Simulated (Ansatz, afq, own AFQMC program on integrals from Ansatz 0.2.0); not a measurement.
AFQMC on a folder of integrals that Ansatz 0.2.0 wrote.

```yaml
crystal:
  periodic: [false, false, false]
  atoms:
    - {symbol: B, position_ang: [0.000000, -0.774669, 1.267844]}
    - {symbol: Al, position_ang: [0.000000, 0.354903, -0.474732]}
    - {symbol: H, position_ang: [0.000000, -1.191427, -0.890578]}
basis:
  gaussian: {orbitals: 6-31G}
magnetization: {spin_polarized: true, initial_magnetization: 1}
correlation: {method: ccsd_t, electrons: outside_noble_gas, hamiltonian_folder: ham}
```

```sh
$ ansatz run in.yaml --threads 1 --pin off --events-out ev --progress --plain --max-ram 15360MiB --backend cuda --devices 0, --max-vram 18GiB
```

afq runs on the folder ham with

```
--method phaseless --trial cisd --walkers 4000 --populations 20 --least-time 60 --time-step 0.005 --steps-per-block 50 --equilibration-blocks 28 --max-blocks 4000 --target-error 0.00016 --factor-cut 1e-05 --start spin_pure --seed 7873 --release-times 0.24,0.51,0.99,1.62,2.4 --release-step 0.03 --release-every 3 --taylor-order 6
```

Times are imaginary, in 1/Eh. The walk had a cap of 122 s. With eight or more populations the least sampling time is a fifth of least-time, and the error comes from their spread.

Log:

```
orbitals 18  electrons 4 3  factors 113 of 296
reference energy -266.94917878 Eh
CCSD correlation -0.10243873 Eh in 24 cycles, weight of the determinant in the CISD state 0.6265
energy of the start -267.031313 Eh
 block  time / (1/Eh)  mean weight  energy / Eh
     1     0.250  1.0001  -267.037010
     2     0.500  1.0000  -267.041282
     3     0.750  1.0001  -267.045028
     4     1.000  1.0001  -267.047743
     5     1.250  1.0001  -267.050385
     7     1.750  1.0000  -267.053498
     9     2.250  0.9999  -267.056842
    13     3.250  0.9999  -267.059299
    21     5.250  1.0001  -267.060381
    29     7.250  1.0001  -267.061461
    37     9.250  1.0000  -267.061861
    45    11.250  1.0001  -267.061104
    53    13.250  1.0001  -267.062592
    61    15.250  1.0001  -267.060605
    69    17.250  1.0001  -267.061811
    77    19.250  0.9999  -267.060262
    85    21.250  1.0001  -267.060062
    93    23.250  1.0002  -267.061485
   101    25.250  1.0001  -267.061468
   109    27.250  1.0000  -267.061505
   117    29.250  1.0001  -267.059759
   125    31.250  1.0001  -267.060761
   129    32.250  1.0000  -267.059041
   133    33.250  1.0000  -267.060240
   141    35.250  1.0001  -267.060064
   149    37.250  0.9998  -267.061573
   157    39.250  1.0002  -267.061535
   165    41.250  1.0001  -267.061256
   173    43.250  1.0001  -267.061299
   177    44.250  1.0002  -267.061292
error from the spread of 20 populations
released: time / (1/Eh)  energy / Eh  error  mean overlap
  0.24  -267.061406  0.000153  1.0006
  0.51  -267.061439  0.000570  1.0001
  0.99  -267.061548  0.000422  1.0016
  1.62  -267.062334  0.000124  1.0056
  2.40  -267.062877  0.000150  1.0058
energy -267.061103 +/- 0.000152 Eh
(rows thinned)
```

The run passed its tests (sampling time, drift between the halves within three errors, error under three times the target), which doesn't prove that it has relaxed. The second half of the sampling lies above the first by 1.8 errors of their difference, so the energy may still be moving and its error bar be too small.

Against this walk (error 4.1 meV) on the same determinant: CCSD(T) 51.0 meV higher, CCSDT(Q) 87.0 meV lower, CCSDTQ 69.1 meV lower, full CI 70.2 meV lower. The error is statistical and leaves out the bias of the constraint. The determinant has ⟨S²⟩ = 1.58, so the low cluster orders mix in higher spin, while the walk starts as a pure doublet. The released energies have errors that jump between times, so the bars are unsure (meV from the phaseless value at times in 1/Eh: -8 ± 4 at 0.24, -9 ± 16 at 0.51, -12 ± 11 at 0.99, -34 ± 3 at 1.62, -48 ± 4 at 2.40), so they give no level; they do show a bias of the constraint, and the last of them that isn't too noisy lies 22 meV above full CI. Full CI is exact here, so the walk's 70 meV above it is the walk's own error: the bias of the constraint with this trial, or a walk that hasn't relaxed. The determinant is a poor start (see the cautions), so the low cluster orders aren't to be relied on, and full CI is the sure value.

Cautions: constraint bias not in the error; the search met a lower determinant of the same kind, perhaps of another symmetry (394 meV lower); strong correlation (T1 0.131, weight of the determinant 0.63, largest double 0.16); (T) is large, 7 % of the CCSD correlation; unrestricted determinant spin contaminated (⟨S²⟩ 1.58 against 0.75).

The walk took 66 s on 1 × NVIDIA H100 80GB HBM3 with 2 threads of AMD EPYC 7R13 Processor (Zen 3), on a shared host (the card was shared). The log's last line is the phaseless energy.

CCSDT and higher add their correlation energy to the determinant of the CCSD(T) run, since their own runs factorise the integrals more tightly (a shift of under 2 meV). A walk keeps the symmetry of its determinant, which the program's search chose and which needn't be the lowest solution, so a lower state of the same spin and another symmetry isn't excluded.
